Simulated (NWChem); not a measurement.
**Lowest excitation of formaldehyde (CH2O)**

SMILES: C=O
```xyz
4

C      0.0000     0.0000     0.5228
O      0.0000     0.0000    -0.6733
H     -0.9444     0.0000     1.1247
H      0.9444     0.0000     1.1247
```
Charge 0, spin multiplicity 1.

All runs are NWChem calculations. Structure: optimised with PBE0/def2-SVP, a minimum by its harmonic frequencies.

Basis set: def2-SVPD.

Costs are rough ratios of processor time within this set of runs, SCF included, with CIS as 1.

The correlated methods keep 2 core orbitals frozen. B3LYP has NWChem's definition, with VWN1-RPA local correlation. Coupled-cluster values serve here as a point of comparison, not as the truth.

```tsv
method	lowest vertical singlet excitation energy (eV)	relative cost
TDA-BHandHLYP	?	under 3
TD-B3LYP	4.02	under 3
CIS	4.66	1
EOM-CCSD	?	4
TD-PBE	?	under 3
```

Problem. Fill in the missing entries.

Solution. 
- TDA-BHandHLYP, lowest vertical singlet excitation energy (eV): 4.23
- EOM-CCSD, lowest vertical singlet excitation energy (eV): 4.14
- TD-PBE, lowest vertical singlet excitation energy (eV): 3.90
